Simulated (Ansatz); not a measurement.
Relaxation of CH₄NS (7 atoms, charge -1, multiplicity 1), to a largest force component of 0.015 eV/Å in at most 40 steps.

Level of theory: RKS PBE-D4/6-31G* in Ansatz 0.2.0.

```xyz
7
Properties=species:S:1:pos:R:3
N -0.596 0.539 -0.567
C 0.457 0.035 0.322
S 0.364 -1.725 0.702
H -0.557 -0.022 -1.418
H -1.487 0.299 -0.133
H 0.399 0.616 1.255
H 1.420 0.257 -0.161
```

Question: Where does it end, and by what steps?

Answer: It converged. Limits of this set-up: an anion without diffuse functions, the dipole of an ion depends on the origin. After 4 steps the energy has fallen by 0.076 eV; N1 moved furthest, 0.05 Å.

```json
{"step": "0", "energy less start (eV)": "0.0000", "largest force component (eV/Å)": "1.506", "accepted": "yes"}
{"step": "1", "energy less start (eV)": "-0.0602", "largest force component (eV/Å)": "0.554", "accepted": "yes"}
{"step": "2", "energy less start (eV)": "-0.0748", "largest force component (eV/Å)": "0.064", "accepted": "yes"}
{"step": "3", "energy less start (eV)": "-0.0758", "largest force component (eV/Å)": "0.034", "accepted": "yes"}
{"step": "4", "energy less start (eV)": "-0.0758", "largest force component (eV/Å)": "0.008", "accepted": "yes"}
```

```xyz
7
Properties=species:S:1:pos:R:3
N -0.597 0.591 -0.582
C 0.458 0.030 0.324
S 0.339 -1.761 0.691
H -0.563 -0.049 -1.395
H -1.474 0.269 -0.135
H 0.409 0.638 1.253
H 1.428 0.281 -0.156
```

Whether the end is a true minimum wasn't checked by a vibrational analysis.

Run time: 9.7 s on 1 thread of AMD EPYC 7R43 64-Core Processor (Zen 3), on a shared host, peak memory 0.14 GiB.
